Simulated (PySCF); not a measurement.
Electronic absorption of [H6PSSi]+

H6PSSi (charge +1).
Z-matrix (Å and degrees, PBE0-D3(BJ)/def2-SVP geometry), rows numbered from 1:
```
P 
Si  1  2.3473
S   2  2.1027  1  106.05
H   1  1.4128  2  111.79  3    55.16
H   1  1.4129  2  113.00  3   -62.42
H   1  1.4150  2  116.85  3   176.00
H   2  1.4810  1  100.47  3  -116.82
H   2  1.4829  1  101.61  3   122.63
H   3  1.3547  2   94.40  1    88.57
```

Method used: TDDFT CAM-B3LYP/def2-SVPD, vertical, gas phase, core orbitals frozen in the response in PySCF 2.14.0, density-fitted response routines.

Problem. List the vertical singlet excitations with oscillator strengths and describe the spectrum.

Solution. 

```json
{"state": "S1", "λ (nm)": "211.7", "E (eV)": "5.86", "f": "0.034", "|μ| (D)": "1.24", "main configurations (H = HOMO, L = LUMO)": "H→L (86%)"}
{"state": "S2", "λ (nm)": "197.2", "E (eV)": "6.29", "f": "0.0017", "|μ| (D)": "0.26", "main configurations (H = HOMO, L = LUMO)": "H→L+3 (52%), H→L+1 (13%), H→L+4 (11%)"}
{"state": "S3", "λ (nm)": "191.7", "E (eV)": "6.47", "f": "0.076", "|μ| (D)": "1.76", "main configurations (H = HOMO, L = LUMO)": "H→L+1 (79%)"}
{"state": "S4", "λ (nm)": "184.4", "E (eV)": "6.72", "f": "0.0023", "|μ| (D)": "0.30", "main configurations (H = HOMO, L = LUMO)": "H→L+2 (78%), H→L+3 (14%)"}
{"state": "S5", "λ (nm)": "166.8", "E (eV)": "7.43", "f": "0.0010", "|μ| (D)": "0.19", "main configurations (H = HOMO, L = LUMO)": "H→L+4 (45%), H→L+6 (19%), H→L+3 (14%)"}
{"state": "S6", "λ (nm)": "163.4", "E (eV)": "7.59", "f": "0.0064", "|μ| (D)": "0.47", "main configurations (H = HOMO, L = LUMO)": "H→L+5 (70%), H→L+4 (10%)"}
{"state": "S7", "λ (nm)": "155.3", "E (eV)": "7.98", "f": "0.017", "|μ| (D)": "0.75", "main configurations (H = HOMO, L = LUMO)": "H→L+6 (59%), H→L+7 (10%), H→L+3 (8%)"}
{"state": "S8", "λ (nm)": "152.8", "E (eV)": "8.12", "f": "0.0096", "|μ| (D)": "0.56", "main configurations (H = HOMO, L = LUMO)": "H-1→L+1 (84%)"}
{"state": "S9", "λ (nm)": "151.3", "E (eV)": "8.19", "f": "0.218", "|μ| (D)": "2.65", "main configurations (H = HOMO, L = LUMO)": "H-1→L (56%), H-2→L (10%)"}
{"state": "S10", "λ (nm)": "150.0", "E (eV)": "8.26", "f": "0.032", "|μ| (D)": "1.01", "main configurations (H = HOMO, L = LUMO)": "H→L+7 (63%), H→L+6 (8%)"}
```

Triplets (Tamm–Dancoff): T1 5.36 eV, H→L (85%); T2 5.82 eV, H→L+3 (33%), H→L+1 (26%), H→L+4 (13%); T3 5.97 eV, H→L+1 (57%), H→L+3 (18%); T4 6.44 eV, H→L+2 (76%), H→L+3 (9%).

The lowest singlet lies at 5.86 eV (212 nm, ultraviolet) and is of moderate strength; its leading configuration is HOMO→LUMO (86%). The strongest level in the table is S9 at 8.19 eV (151 nm, f = 0.218). Löwdin shares by element: HOMO sulfur 74%, silicon 10%, phosphorus 6%, hydrogen 6% or more; LUMO phosphorus 35%, sulfur 19%, silicon 19%, hydrogen 12% or more (atoms not listed hold the other 15%). The oscillator strengths of these states sum to 0.399; summed over the whole spectrum of an exact calculation they would give the number of electrons, 50 (Thomas–Reiche–Kuhn). Of the 10 states listed, 5 reach f = 0.01 and none stays under 0.0005. Orbital energies (eV): HOMO-3 -16.88, HOMO-2 -16.61, HOMO-1 -15.62, HOMO -13.68, LUMO -4.47, LUMO+1 -4.22, LUMO+2 -4.09. All these states lie below the vertical ionisation energy of 14.66 eV (ΔSCF). The window holds the lowest 10 singlets.

On one thread, Arm Neoverse V1, on a shared host, this took 25 s.

One conformer stands for the species.
